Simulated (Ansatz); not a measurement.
Geometry optimisation, RKS PBE/def2-SVP (Ansatz 0.2.0).

The input (input.yaml):

```yaml
crystal:
  periodic: [false, false, false]
  atoms:
    - { symbol: B, position_ang: [0.0, 0.0, 0.0] }
    - { symbol: H, position_ang: [0.0, 0.0, 1.54] }
    - { symbol: H, position_ang: [1.0305, 0.0, -0.595] }
    - { symbol: H, position_ang: [-1.0305, 0.0, -0.595] }
    - { symbol: F, position_ang: [0.0677, -1.5359, 0.5108] }
    - { symbol: H, position_ang: [0.0382, -0.8667, 1.4996] }
basis:
  gaussian: { orbitals: def2-SVP }
hamiltonian:
  xc: pbe
relax:
  f_tol: 0.15
  max_steps: 25
  restrain:
    - { distance: [0, 4], at: 1.32, k: 30.0 }
    - { distance: [5, 1], at: 0.66, k: 30.0 }
    - { distance: [0, 1], at: 2.39, k: 30.0 }
    - { distance: [5, 4], at: 2.12, k: 30.0 }
```

Launched with:

```bash
$ ansatz run input.yaml --threads 1 --pin off --max-ram 2048MiB --backend cpu --events-out ev --progress --plain --runs-dir out
```

Problem. Where does it end, and by what steps?

Solution. The forces met the threshold. The restraints hold the end off the free minimum. After 7 steps the energy has fallen by 2.592 eV (the restraints' own energy left out); B1 moved furthest, 0.56 Å.

```tsv
step	energy less start (eV)	largest force component (eV/Å)	accepted
0	0.0000	3.849	yes
1	-0.6850	5.544	yes
2	-1.9110	3.990	yes
3	-2.4765	2.269	yes
4	-2.5564	2.075	yes
5	-2.5988	0.839	no
6	-2.5901	1.804	yes
7	-2.5916	1.803	yes
```

```xyz
6
Properties=species:S:1:pos:R:3
B 0.018 -0.445 -0.343
H 0.028 0.137 1.978
H 1.081 0.122 -0.521
H -1.071 0.071 -0.527
F 0.048 -1.730 -0.003
H 0.003 -0.557 1.777
```

Time of the run: 7 s on 1 thread of Arm Neoverse V1, on a shared host, peak memory 0.1 GiB.
